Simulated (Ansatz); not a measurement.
Two isomers of C3H6Cl2: A = `CC(C)(Cl)Cl`, B = `CC(Cl)CCl`.

Program: Ansatz. Geometries: PBE0-D4/def2-TZVP. ΔE: electronic, gas phase. CBS: MP2 limit from def2 TZ/QZ plus the TZ coupled-cluster correction, frozen cores. DFT in def2-TZVPP. B3LYP here is the variant with VWN-RPA as its local correlation; programs differ in this. Each species was taken in one conformer, which may not be the lowest.

A:

Z-matrix (Å, degrees):
```
C
C 1 1.510
H 1 1.089 2 110.7
H 1 1.092 2 109.5 3 -120.2
H 1 1.092 2 109.5 3 120.2
C 2 1.510 1 113.5 3 -180.0
Cl 2 1.794 1 108.8 3 -58.8
Cl 2 1.794 1 108.8 3 58.8
H 6 1.089 2 110.7 1 180.0
H 6 1.092 2 109.5 1 -59.8
H 6 1.092 2 109.5 1 59.8
```

B:

Z-matrix (Å, degrees):
```
C
C 1 1.508
H 1 1.090 2 110.6
H 1 1.092 2 109.6 3 119.9
H 1 1.092 2 110.6 3 -120.3
Cl 2 1.799 1 109.9 3 59.5
C 2 1.514 1 114.4 3 178.7
H 2 1.091 1 111.1 3 -56.7
Cl 7 1.783 2 110.7 1 65.9
H 7 1.088 2 110.9 1 -175.4
H 7 1.090 2 110.9 1 -53.4
```

**Question.** Which is lower in electronic energy at CCSD(T)/CBS, and by how much? (Estimate.)

**Answer.** Ansatz gave: A, by 1.4 kJ/mol. So small a gap doesn't settle the order.

**Question.** Give E(B) − E(A) in kJ/mol with MP2/def2-TZVPP, CCSD(T)/def2-SVP, LDA (SPW92), B2PLYP, B3LYP, CCSD/def2-TZVPP, PBE-D4. (Estimate.)

**Answer.** The calculation gave: MP2/def2-TZVPP 4.4, CCSD(T)/def2-SVP 5.1, LDA (SPW92) 5.0, B2PLYP -1.1, B3LYP -4.0, CCSD/def2-TZVPP -2.0, PBE-D4 1.4. The order is the other way round with B2PLYP, B3LYP, CCSD/def2-TZVPP.

**Question.** Does the order hold for the free energy at 298.15 K (harmonic terms from PBE0-D4)? (Estimate.)

**Answer.** Computed: Too close to call: G(B) − G(A) = +1.1 kJ/mol, for one conformer each.

Largest T1 diagnostic: 0.009.

Leaving LDA and LC-ωPBE aside and taking each functional with its dispersion term where it has one, the values, not all of them listed here, spread over 6.0 kJ/mol, from BHLYP-D4 to B97M-V. LDA lies +5.4 kJ/mol from PBE without D4. At CCSD(T), def2-SVP lies +3.8 kJ/mol from the extrapolated value and def2-TZVPP −1.1 kJ/mol.
